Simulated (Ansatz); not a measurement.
`N#CC#CC#N` + H₂O → `N#CO` + `C#CC#N` at 500 K and 1 bar (formal hydrolysis of a C–C bond).

Gas-phase electronic energies from Ansatz, PBE0-D4/def2-TZVP geometries. CBS: MP2 limit from def2 TZ/QZ plus the TZ coupled-cluster correction, frozen cores. This one scheme is used for every species. One conformer a species, not always the lowest.

| species | CCSD(T)/CBS energy (Eh) | H − E (kJ/mol) | S (J/(mol·K)) |
| --- | --- | --- | --- |
| `N#CC#CC#N` | -261.48899 | 106.6 | 333.7 |
| H₂O | -76.37941 | 73.2 | 206.3 |
| `N#CO` | -168.48100 | 78.6 | 266.9 |
| `C#CC#N` | -169.36066 | 98.9 | 284.5 |

H − E and S are ideal-gas, rigid-rotor, harmonic terms from PBE0-D4/def2-TZVP, for one conformer and one mirror image of each species. 1 Eh = 2625.50 kJ/mol, R = 8.31446 J/(mol·K).

Question: By hand: ΔE, ΔH, ΔS and ΔG.

Answer: ΔE = (-168.48100) + (-169.36066) − (-261.48899) − (-76.37941) = 0.02674 Eh = 70.2 kJ/mol. Δ(H − E) = 78.6 + 98.9 − 106.6 − 73.2 = -2.3, so ΔH = 67.9 kJ/mol. ΔS = 266.9 + 284.5 − 333.7 − 206.3 = 11.4 J/(mol·K). ΔG = 67.9 − 500 × (11.4)/1000 = 62.2 kJ/mol.

Question: By hand: the equilibrium constant, and the temperature at which ΔG would vanish if ΔH and ΔS stayed fixed.

Answer: log₁₀ K = −ΔG/(RT ln 10) = -6.5. ΔG = 0 at ΔH/ΔS = 5956 K, far beyond where these terms or the molecules hold.

The number of gas molecules stays the same, so ΔS is small and ΔH decides. A doubt of 5 kJ/mol in ΔE shifts log₁₀ K by 0.5 here. Other conformers and mirror images would add mixing entropy, several J/(mol·K) or more a flexible species. These are equilibria of isolated gas molecules and say nothing of rates. Largest T1 diagnostic: 0.015 (customary marks: 0.02 for closed shells, 0.045 for open ones).
